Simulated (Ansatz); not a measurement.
A calculation on fcc Ir returned lattice constant a 3.826 Å, bulk modulus 397 GPa.

For reference: lattice constant a 3.831 Å (measured, static lattice: zero-point anharmonic expansion removed; as tabulated in Mejia-Rodriguez and Trickey (2018), arXiv:1807.09216); bulk modulus 365 GPa (measured, corrected for temperature and zero-point phonon effects; as tabulated in Levämäki et al. (2014), arXiv:1402.3671).

**Question.** Which level of theory produced these numbers?
A) PBE+SOC (Ansatz (an electronic-structure program))
B) PBE (Ansatz)
C) r²SCAN+SOC (Ansatz)
D) PBE0 (Ansatz)

**Answer.** D, PBE0 (Ansatz)

The others give: PBE 3.871 Å, 347 GPa; r²SCAN+SOC 3.846 Å, 371 GPa; PBE+SOC 3.873 Å, 340 GPa.

Unless a cell is named, each level is at its own relaxed cell (PBE 14.50, PBE+SOC 14.53, PBE0 14.00, r²SCAN+SOC 14.22 Å³/atom).

Ansatz's density-functional and Hartree–Fock values are scalar-relativistic unless marked +SOC, with PAW data made under PBE.
